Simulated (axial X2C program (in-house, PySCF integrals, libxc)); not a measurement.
AlCl: from Re and ωe to a spectrum

A bond curve at the CCSD(T) level, with spin–orbit coupling, was computed with an axial X2C code built on PySCF integrals (basis Cl dyall-av3z [9s8p3d2f], Al dyall-v3z [8s8p2d1f] (cores contracted in-house)) for the state Ω = 0 (closed shell). Its fit gives Re = 2.1586 Å, ωe = 473.0 cm⁻¹, ωexe = 2.05 cm⁻¹ and αe = 1.551e-03 cm⁻¹; the masses are 34.9689 and 26.9815 u. Two-component means X2C with spin–orbit coupling and atomic mean-field Coulomb and Gaunt terms.

Correlated methods: 10 electrons correlated (number of frozen shells: Cl 2 s, 1 p; Al 2 s, 1 p), 168 virtual spin orbitals or spinors in MP2, 90 natural virtuals in coupled cluster.

Q: Find the reduced mass, Be and the force constant.

A: From the CCSD(T) values: μ = 15.2301 u. Be = 16.8576/(μ Re²) = 0.2375 cm⁻¹. k = 5.8918×10⁻⁷ μ ωe² = 2.01 mdyn/Å.

Q: Estimate the centrifugal constant by the Kratzer relation.

A: D = 4Be³/ωe² = 2.40e-07 cm⁻¹.

Q: Where do the fundamental and the first overtone lie?

A: ν(1←0) = ωe − 2ωexe = 468.9 cm⁻¹; ν(2←0) = 2ωe − 6ωexe = 933.7 cm⁻¹.

Q: Give B0, the J = 1←0 line in GHz and the most populated J at 300 K (kT = 208.5 cm⁻¹).

A: B0 = Be − αe/2 = 0.2368 cm⁻¹; 2B0 = 14.2 GHz; J(max) ≈ √(kT/2B0) − 1/2 = 20.5, so J = 20.

Q: Estimate De from a Morse curve and compare with the computed well depth of 5.047 eV to Cl + Al.

A: De(Morse) = ωe²/(4ωexe) = 3.383 eV against 5.047 eV computed, a ratio of 0.67. The extrapolation falls short: long-range attraction (ionic or ion–induced dipole) or a change of character along the curve can cause this.

Occupations by symmetry block were frozen at the best pattern of an incomplete PBE0 search. De is counted from the lowest determinant-based energies of the atoms at the same level, without counterpoise correction. CCSD and (T) use frozen natural virtuals with an MP2 correction for the truncation; (T) itself is uncorrected, so its De runs slightly low.
